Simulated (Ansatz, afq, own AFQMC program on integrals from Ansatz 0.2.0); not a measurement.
GeH, quartet in cc-pVTZ, levels against full CI

```json
{"atom": "Ge", "x (Å)": "0.0000", "y (Å)": "0.0000", "z (Å)": "0.0000"}
{"atom": "H", "x (Å)": "0.0000", "y (Å)": "0.0000", "z (Å)": "1.7710"}
```

Basis cc-pVTZ. Noble-gas cores (and the filled d shells of Ga–Kr and In–Xe) are frozen. Integrals, coupled cluster, full CI and functionals: Ansatz 0.2.0; the random walks run on the same integrals in our own AFQMC program. ph-AFQMC/CISD is guided by a CISD state made of CCSD amplitudes; releasing the constraint for a short imaginary time cuts its bias at the price of noise, slowly where states lie close. ± is one standard error of the sampling. No spin–orbit coupling.

Determinant: UHF, the one that the program's search chose, which needn't be the lowest solution. The geometry is a point of a scan.

Full CI on the same integrals is exact in this basis and with this determinant's frozen core.

Cautions: no relativity below Rb; no spin-orbit coupling; inner d shell frozen; lower spins were not checked; CCSDTQ on the ROHF determinant differs (21 meV higher), by its state or its frozen core.

```
T1 diagnostic                               : 0.0272
weight of the determinant in the CISD state : 0.930
⟨S²⟩ of the determinant                     : 3.776
size of the correlated space                : 5 electrons in 43 orbitals
```

Reference: full CI, correlation energy -2.212 eV. The released energy is read at 2.40 1/Eh (meV from the phaseless value at times in 1/Eh: -1.3 ± 1.0 at 0.24, -2.3 ± 0.8 at 0.51, -3.2 ± 0.7 at 0.99, -6.8 ± 2.1 at 1.62, -5.4 ± 0.8 at 2.40).

| level | E − E(reference) (kcal/mol) | share of correlation (%) |
| --- | --- | --- |
| HF | 51.01 | 0.00 |
| MP2 | 13.63 | 73.27 |
| CCSD | 2.22 | 95.66 |
| CCSD(T) | 0.50 | 99.01 |
| CCSDT | 0.06 | 99.89 |
| CCSDT(Q) | 0.01 | 99.98 |
| CCSDTQ | 0.00 | 100.00 |
| ph-AFQMC/CISD | 0.17 ± 0.03 | 99.66 |
| released AFQMC | 0.05 ± 0.02 | 99.91 |

CCSDT and higher add their correlation energy to the determinant of the CCSD(T) run, since their own runs factorise the integrals more tightly (a shift of under 2 meV). A walk keeps the symmetry of its determinant, which the program's search chose and which needn't be the lowest solution, so a lower state of the same spin and another symmetry isn't excluded. Released energies are given only where the last usable release times agree within the noise; a slower fall can still hide under it.
